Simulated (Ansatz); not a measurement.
```xyz
8

N     1.5770    0.1908   -0.3016
P     0.2639    0.8032    0.6069
Al   -1.6317   -0.1357   -0.3335
H     2.4546    0.6534   -0.1234
H     1.7031   -0.8047   -0.3891
H     0.2272    0.0553    1.8271
H    -2.9627   -0.0583    0.5291
H    -1.6314   -0.7042   -1.8156
```

The species carries charge 0 and has multiplicity 1.

List the r2SCAN/def2-TZVPP orbital energies in eV (the Gaussian-basis code of Ansatz). (An estimate is asked.)

The calculation gave: Occupied: -2088.45, -1517.02, -385.34, -175.82, -125.35, -125.27, -125.21, -110.53, -70.89, -70.65, -70.62, -22.82, -15.54, -12.83, -11.11, -10.28, -8.24, -7.58, -6.31, -5.80. Lowest empty: -2.08, -0.64, 0.38, 1.09, 1.15, 2.01, 2.68, 2.94.
